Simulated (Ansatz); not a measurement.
in.yaml

```yaml
crystal:
  periodic: [false, false, false]
  atoms:
    - {symbol: Si, position_ang: [0.000435, -0.040966, -0.040682]}
    - {symbol: H, position_ang: [-0.024954, 2.349490, 2.333184]}
    - {symbol: H, position_ang: [-0.016062, -1.118598, 1.044305]}
    - {symbol: H, position_ang: [0.016932, 1.036666, -1.125669]}
    - {symbol: H, position_ang: [0.011960, -1.126073, -1.118258]}
basis:
  gaussian: {orbitals: 6-31G}
magnetization: {spin_polarized: false, initial_magnetization: 2}
correlation: {method: ccsdtq, electrons: outside_noble_gas}
```

```sh
$ ansatz run in.yaml --threads 1 --pin off --events-out ev --progress --plain --max-ram 2393MiB
```

Output:

```
450 factors; integrals over basis functions are off by at most 5.1e-8 eV
mean field evaluation 1: about -7917.5990 eV, gradient 8.7e0 eV
mean field evaluation 2: about -7917.6009 eV, gradient 8.7e0 eV
mean field evaluation 4: about -7918.3290 eV, gradient 1.6e0 eV
mean field evaluation 8: about -7918.3651 eV, gradient 7.9e-4 eV
mean field evaluation 16: about -7918.3644 eV, gradient 2.5e-1 eV
mean field evaluation 32: about -7916.8188 eV, gradient 4.6e-4 eV
mean field -7918.36507822 eV, -290.9945493641 hartree, gradient 2.6e-6 eV, S^2 2.000000; 3 other end points of the search recorded, 0 dependent functions left out
determinant -7918.36507822 eV, -290.9945493641 hartree, with singles and doubles -7920.64260005 eV, -291.0782467475 hartree
determinant -7916.81881304 eV, -290.9377251666 hartree, with singles and doubles -7918.80069860 eV, -291.0105581175 hartree
5 core orbitals not correlated: weight in the atoms' cores, before any rotation towards them, 1.000 or more for the frozen orbitals, at most 0.000 for the correlated occupied ones
reference -7918.36507822 eV, -290.9945493641 hartree; 5, 3 occupied and 11, 13 virtual orbitals, 450 factors
second order -1.49480146 eV of doubles, -0.03962335 eV of singles
cycle   1  -1.98292538 eV  change   -4.5e-1 eV  update   6.7e-2
cycle   2  -2.28454924 eV  change   -3.0e-1 eV  update   3.3e-2
cycle   3  -2.30227930 eV  change   -1.8e-2 eV  update   1.0e-2
cycle   4  -2.30986560 eV  change   -7.6e-3 eV  update   5.1e-3
cycle   5  -2.31008969 eV  change   -2.2e-4 eV  update   2.6e-3
cycle   6  -2.31035484 eV  change   -2.7e-4 eV  update   1.4e-3
cycle   7  -2.31127140 eV  change   -9.2e-4 eV  update   6.0e-4
cycle   8  -2.31144239 eV  change   -1.7e-4 eV  update   2.9e-4
cycle   9  -2.31124255 eV  change    2.0e-4 eV  update   1.0e-4
cycle  10  -2.31132233 eV  change   -8.0e-5 eV  update   5.4e-5
cycle  11  -2.31133379 eV  change   -1.1e-5 eV  update   3.5e-5
cycle  12  -2.31135260 eV  change   -1.9e-5 eV  update   2.5e-5
cycle  13  -2.31131797 eV  change    3.5e-5 eV  update   1.4e-5
cycle  14  -2.31131681 eV  change    1.2e-6 eV  update   6.1e-6
cycle  15  -2.31132114 eV  change   -4.3e-6 eV  update   3.4e-6
cycle  16  -2.31132235 eV  change   -1.2e-6 eV  update   2.4e-6
cycle  17  -2.31132235 eV  change   -5.6e-9 eV  update   7.9e-7
Total energy: -7920.67640058 eV, -291.0794888939 hartree
```

For the same geometry and basis full CI lies 0.0 meV lower.

Ran on 1 thread of Arm Neoverse V1, shared host: 20 s wall, 0.23 GiB peak host memory.
